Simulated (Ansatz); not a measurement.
`C=C[O]`, charge 0, multiplicity 2.

**Question.** Give a relaxed structure at PBE0-D4/def2-TZVP (Ansatz). (Best estimate.)

**Answer.** Ansatz gave: 
Cartesian coordinates in Å:
```
C -0.718 0.056 -0.062
C 0.694 -0.035 0.060
O 1.294 -1.104 0.090
H -1.304 -0.852 -0.134
H -1.217 1.018 -0.085
H 1.251 0.918 0.130
```
Point group Cs.
